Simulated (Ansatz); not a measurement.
System: difluoromethane, CH₂F₂ (charge 0, singlet). SMILES: FCF
Coordinates optimised at B3LYP-D3(BJ)/def2-TZVP (Ansatz, an electronic-structure program):
```xyz
5

C      0.0044     0.0053     0.5043
F     -0.0170     1.1024    -0.3021
F      0.0119    -1.1085    -0.2792
H     -0.9025    -0.0002     1.1113
H      0.9218     0.0234     1.0951
```
Charge 0, spin multiplicity 1.

Computed values are from Ansatz. Cores are frozen in the correlated levels unless marked. UHF or UKS for open shells. No spin-orbit coupling. Non-relativistic. CBS(X,Y): correlation extrapolated as X^-3; Hartree-Fock from the larger set.

**Question.** What is the T1 diagnostic at CCSD/cc-pVQZ?

**Answer.** 0.011.

**Question.** What is the atomisation energy De at CCSD(T)/CBS(cc-pVTZ,cc-pVQZ)?

**Answer.** 1828.9 kJ/mol.

**Question.** What is the total energy at CCSD(T)/CBS(cc-pVTZ,cc-pVQZ)?

**Answer.** -238.8181 Eh.

**Question.** What is the dipole moment at CCSD(T)/aug-cc-pVDZ?

**Answer.** 1.98 D.
